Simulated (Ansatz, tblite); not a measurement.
Forces on the cluster P₂S₄⁺ at its PBE0-D4/def2-SVP geometry. Total charge 1; doublet.

The xTB rows come from tblite. The structure comes from a short search, and lower isomers may exist.

GFN1-xTB (tblite), largest force 1.67 eV/Å:

```xyz
6
positions Å, forces eV/Å
P    -0.073    0.888    1.305   -0.140   -1.063   -1.278
P     0.995    0.015   -1.228   -1.171   -0.220    1.167
S    -0.142    1.718   -0.652    0.159   -0.245    0.151
S    -0.854   -1.487   -0.963    0.805    0.582   -0.212
S     1.653   -0.240    0.780   -0.228    0.177   -0.157
S    -1.579   -0.894    0.757    0.576    0.769    0.329
```

GFN2-xTB (tblite), largest force 0.45 eV/Å:

```
P -0.235 0.061 0.377
P 0.089 -0.204 -0.390
S -0.072 0.260 -0.120
S 0.026 -0.047 -0.097
S 0.248 -0.089 0.135
S -0.055 0.018 0.094
```

PBE-D4/def2-TZVP (Ansatz), largest force 0.20 eV/Å:

```
P 0.035 -0.093 -0.171
P -0.107 0.023 0.165
S -0.081 0.084 -0.063
S 0.026 0.047 0.031
S 0.076 -0.088 0.063
S 0.050 0.028 -0.025
```
